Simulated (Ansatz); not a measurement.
**CP+ (triplet): wave-function methods side by side, def2-TZVPP**

The task here is to estimate one member of a computed series from the others.

The runs use Ansatz 0.2.0, Gaussian basis; def2-TZVPP, core rule «outside noble gas», up to 6 orbitals frozen.

To be run: UHF; ROHF; CCSD(T) on UHF.

2 further runs of the same task are left out: 2 set aside as unsound or not needed.

## The geometry

The geometry is a PBE0/def2-TZVP stationary point (not a proven minimum) of the parent state, kept for this charge and spin.

2 atoms, charge 1, spin multiplicity 3.

Atoms are counted from 1 here; the program's logs count them from 0.

Bond lengths: C1–P2 1.550 Å.

Set-up of the first run:

The input, in.yaml:

```yaml
crystal:
  periodic: [false, false, false]
  atoms:
    - {symbol: C, position_ang: [0.000000, 0.000000, 0.000000]}
    - {symbol: P, position_ang: [0.000000, 0.000000, 1.549700]}
basis:
  gaussian: {orbitals: def2-TZVPP}
total_charge: 1
magnetization: {spin_polarized: true, initial_magnetization: 2}
hamiltonian: {xc: hf}
output: {orbitals: {seedname: orbitals}}
```

Command:

```console
$ ansatz run in.yaml --threads 1 --pin off --events-out ev --progress --plain --max-ram 4096MiB --backend cpu
```

Among the steps run: UHF; ROHF; CCSD(T) on UHF.

One table of the session follows, with a row left open; its other results are not shown here.

| method | from UCCSD(T) (kcal/mol) |
| --- | --- |
| ROHF | +155.52 |
| UHF | +145.05 |
| UMP2 | +35.61 |
| UCCSD | ? |
| UCCSD(T) | 0 |

Estimate the missing values for UCCSD.

The run gave: from UCCSD(T) (kcal/mol): +8.11. In the column «from UCCSD(T) (kcal/mol)» it lies between UCCSD(T) (0) and UMP2 (+35.61).
